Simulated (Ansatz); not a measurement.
Antiferromagnetic (type II) rock-salt NiO, treated with PBE (Ansatz, an electronic-structure program, PAW).

Settings: plane-wave cutoff 930 eV, 14×14×14 k mesh, spin-polarised with opposed moments, scalar-relativistic PAW data made under PBE.

Cell (relaxed at this level):

```
CELL_PARAMETERS angstrom
      4.18356     2.08274     2.08274
      2.08274     4.18356     2.08274
      2.08274     2.08274     4.18356
ATOMIC_POSITIONS crystal
  Ni 0.00000 0.00000 0.00000
  Ni 0.50000 0.50000 0.50000
  O  0.25000 0.25000 0.25000
  O  0.75000 0.75000 0.75000
```

Question: Predict the Voigt–Reuss–Hill bulk modulus, polycrystal shear modulus (Hill average), Young modulus and Poisson ratio.

Answer: 
- Voigt–Reuss–Hill bulk modulus: 193 GPa
- polycrystal shear modulus (Hill average): 74.7 GPa
- Young modulus: 198 GPa
- Poisson ratio: 0.329

Elastic constants are with the ions relaxed.
